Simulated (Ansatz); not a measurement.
A nudged elastic band was laid between two geometries of CHOS (4 atoms, charge 1, multiplicity 1).

Method: Ansatz, RKS PBE0/6-31G*.

| Quantity | Value |
| --- | --- |
| movable images | 9 |
| climbing image | yes |
| spring | 5.0 eV/Å² |
| optimiser | quadratic models (default) |
| start path | through a guess of the saddle point |
| force threshold | 0.05 eV/Å |
| iteration limit | 60 |
| end points | relaxed |

Image 0:

```xyz
4
Properties=species:S:1:pos:R:3
C 0.192 0.202 -0.064
O -1.050 0.126 -0.183
S -0.050 -1.319 0.563
H 0.908 0.990 -0.316
```

Image 10:

```xyz
4
Properties=species:S:1:pos:R:3
C -0.635 -0.044 -0.059
O -1.662 0.329 -0.346
S 0.814 -0.698 0.401
H 1.484 0.414 0.003
```

Problem. What changes between the two ends?

Solution. Bonds broken: C1–H4, O2–S3. Bonds formed: S3–H4.

Problem. What energy profile does the band end with?

Solution. The run converged. The highest image is number 2 of 0 to 10, 2.70 eV above the first end and 5.01 eV above the last; the last end lies 2.31 eV below the first. The profile has 2 maxima (images 2, 7) with wells between them (image 5): this band takes more than one step, which may be the mechanism or a detour left from its start path. Neighbouring images differ by up to 2.3 eV, so the band resolves the path poorly. A vibrational analysis at the climbing image gives one clearly imaginary mode, 861i cm⁻¹: a first-order saddle point. The orbitals stay closed-shell, which can raise the energy where a bond breaks towards radicals; this wasn't checked here.

```tsv
image	path coordinate (Å)	energy (eV)	C1–H4 (Å)	O2–S3 (Å)	S3–H4 (Å)
0	0.00	0.00	1.09	1.91	2.65
1	0.49	1.28	1.06	1.94	2.24
2	0.97	2.70	1.17	1.89	1.91
3	1.48	1.99	1.67	1.91	1.44
4	1.99	1.29	2.34	1.87	1.36
5	2.51	0.88	2.91	1.80	1.35
6	3.02	0.93	3.15	1.83	1.35
7	3.53	1.16	2.82	1.88	1.36
8	4.04	1.13	2.49	2.28	1.36
9	4.55	-1.16	2.18	2.62	1.37
10	5.06	-2.31	2.17	2.78	1.36
```

Problem. What is the geometry of the highest image?

Solution. 
```xyz
4
Properties=species:S:1:pos:R:3:forces:R:3
C -0.132 0.693 -0.318 0.00 0.00 0.00
O -1.092 -0.001 -0.137 0.00 0.00 0.00
S 0.233 -1.168 0.538 0.00 0.00 0.00
H 0.990 0.475 -0.083 0.00 0.00 0.00
```

The run took 4.6 min on 1 thread of Arm Neoverse N1, on a shared host, peak memory 0.11 GiB.
